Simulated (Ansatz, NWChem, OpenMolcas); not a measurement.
**How basis sets differ on C2H2F2 (vinylidene fluoride)**

C2H2F2: 6 atoms, total charge 0, spin state singlet. SMILES: `C=C(F)F`. Geometry: relaxed at PBE0-D4/def2-TZVP.

Each level gives the dipole moment (D). The values are calculated.

Q: The value from experiment is 1.38 D (NIST CCCBDB). From what is known of these methods, estimate their order from the nearest to it to the farthest.
A. PBE0/3-21G (NWChem)
B. PBE0/6-31G* (spherical functions) (Ansatz)
C. PBE0/def2-SVP (NWChem)
D. PBE0/STO-3G (NWChem)
E. PBE0/aug-cc-pVDZ (OpenMolcas)

A: E (1.24 D, -0.14), A (1.12 D, -0.26), C (1.07 D, -0.31), B (0.97 D, -0.41), D (0.03 D, -1.35).
